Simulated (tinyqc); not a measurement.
Inside a calculation. Method: UHF in the sto-3g basis, for H2O+, spin multiplicity 2. This run ends on a higher stationary point, not on the lowest solution. Computed by tinyqc, a small Python program that keeps every step (integrals from PySCF). Settings: charge = 1, multiplicity = 2, basis = sto-3g, energy threshold = 1e-10, iteration cap = 61, orthogonalisation = canonical, start = highest core orbitals, DIIS depth = 6, method = UHF. Command: `OMP_NUM_THREADS=1 python tinyqc.py 20745 20746 out.jsonl` (the two numbers bound the seeds that draw the settings). One thread of a shared host (Intel(R) Xeon(R) Processor @ 2.60GHz), about 0.2 s of CPU time with the checks.

Geometry (angstrom):
```
atom         x          y         z
O     0.000000   0.000000  0.000000
H     0.000000   1.009000  0.641000
H     0.000000  -1.009000  0.641000
```

Stop when the energy changes by less than 1e-10 hartree and every element of the error matrix X^T (F D S - S D F) X (for each spin) is below 3e-06.

Course of the cycle:
```
iteration   E (hartree)     change  largest element of the error matrix
1          -26.35476989          -                             1.44e-01
2          -73.79827914  -4.74e+01                             3.24e-01
3          -73.91301764  -1.15e-01                             3.21e-01
4          -73.91745096  -4.43e-03                             3.21e-01
5          -73.92157916  -4.13e-03                             3.20e-01
6          -73.94595056  -2.44e-02                             3.18e-01
7          -74.03975050  -9.38e-02                             2.99e-01
8          -74.38315514  -3.43e-01                             5.71e-02
9          -74.39380400  -1.06e-02                             1.65e-02
10         -74.39780204  -4.00e-03                             8.48e-03
11         -74.39946127  -1.66e-03                             2.96e-03
12         -74.39950161  -4.03e-05                             9.98e-04
13         -74.39951197  -1.04e-05                             1.64e-04
14         -74.39951208  -1.10e-07                             1.82e-05
15         -74.39951208  -2.37e-09                             4.96e-06
16         -74.39951208  -1.50e-10                             6.66e-07
17         -74.39951208  -2.84e-12                             1.36e-09
```

Can the last value be used, and what does the course show?

No, though the log alone does not show it. Converged in 17 iterations. But the solution lies 0.23191 hartree above the reference: it is another stationary point, not the lowest one. Reruns (cap 100 unless said): DIIS 8: converged in 18 to a higher stationary point; damping 0.5: converged in 77 to a higher stationary point; level shift 0.5: converged in 59 to a higher stationary point; atomic densities as start, DIIS 8: converged in 11. PySCF UHF in the same basis, after a stability check = -74.63142468 hartree.
